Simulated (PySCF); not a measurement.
Molecule: Cyanoallene (C(C=C=C)#N, C₄H₃N).

Atoms are numbered as in `[CH2:1]=[C:2]=[CH:3][C:4]#[N:5]`. Each H is labelled by its parent atom.

Spin–spin couplings on one PBE0-D3(BJ)/def2-SVP geometry, PySCF 2.14, gas phase, non-relativistic, equivalent pairs averaged; isotopes ¹³C, ¹H, ¹⁵N; functional B3LYP.

Q: How do the couplings (Hz) change with the basis set? Times are CPU seconds on shared hosts with different chips, so compare them loosely. Far from the basis limit: 6-31G-J, pcJ-0, 6-31G*, def2-TZVP, cc-pVTZ.

A: 
| basis set | functions | ¹J(C3,H(C3)) | ¹J(C1,H(C1)) | ¹J(C2,C3) | ¹J(C1,C2) | ¹J(C3,C4) | ¹J(C4,N5) | ²J(H(C1),H(C1)) | core-s |
| --- | --- | --- | --- | --- | --- | --- | --- | --- | --- |
| 6-31G-J | 72 | 196.0 | 190.1 | 122.2 | 117.3 | 101.3 | -8.8 | -21.1 | 5.7 |
| pcJ-0 | 74 | 172.0 | 163.5 | 96.2 | 91.3 | 81.3 | 4.3 | -17.9 | 5.8 |
| 6-31G* | 76 | 188.9 | 183.6 | 120.7 | 117.7 | 106.0 | -20.0 | -17.3 | 6.5 |
| pcJ-1 | 165 | 189.3 | 184.3 | 121.5 | 118.1 | 100.9 | -19.2 | -18.0 | 11 |
| def2-TZVP | 173 | 180.1 | 173.8 | 119.6 | 114.9 | 99.9 | -15.7 | -14.3 | 27 |
| cc-pVTZ | 192 | 170.3 | 166.8 | 139.7 | 134.2 | 89.9 | -41.3 | -14.5 | 29 |
| aug-cc-pVTZ-J | 290 | 192.0 | 186.2 | 118.2 | 113.9 | 98.2 | -17.3 | -18.0 | 35 |
| pcJ-2 | 327 | 189.8 | 184.1 | 116.2 | 112.0 | 96.7 | -17.8 | -17.8 | 47 |

The Fermi-contact term samples the wavefunction at the nucleus, which is why sets with added tight s functions (names with J) are made for couplings.
